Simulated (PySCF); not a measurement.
PySCF input:

```python
from pyscf import gto, scf, dft

mol = gto.M(
    atom='''
    C    -0.18304254    0.00476490    0.95552267
    Cl    0.02009756    1.53307264   -0.21289176
    Cl   -0.00577673   -1.53459387   -0.20255081
    H     0.85480124   -0.00272854    1.32938764
    ''',
    basis='def2-tzvpd',
    charge=-1,
    spin=0,
    verbose=4,
)

mf = dft.RKS(mol, xc='bp86').density_fit(auxbasis='def2-universal-jkfit')
mf.grids.level = 3
mf.conv_tol = 1e-9
mf.max_cycle = 100
mf.max_memory = 1500
mf.kernel()
if not mf.converged:
    mf = mf.newton()
    mf.kernel(mf.make_rdm1())
mf.analyze()
```

Q: Which total energy does the run end on?

A: -959.23139 Eh (BP86/def2-TZVPD).

It need not be the lowest isomer of its formula. Whether it binds its extra electron was not tested at this geometry.
